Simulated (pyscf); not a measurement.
Structures and frequencies: ωB97X-D3(BJ)/def2-SVP in PySCF.

Task: Estimate the classical barrier height and the reaction energy of H₃Si–O–SiH₂–Cl + H₂ → H₃Si–O–SiH₃ + HCl at HF/def2-TZVP. The step runs on the singlet surface, breaks Cl–Si, H–H and forms H–Si, Cl–H; take the separated reactants as zero.

Result: ΔE‡ = 66.6 kcal/mol, ΔE = +18.0 kcal/mol. ωB97M-D3(BJ)/def2-TZVP gives 51.9 kcal/mol and +21.7 kcal/mol. Zero-point energy shifts the barrier by +2.5 kcal/mol. It is a four-centre exchange, with an imaginary mode of 843i cm⁻¹. One saddle was located; it need not be the lowest between these sides.
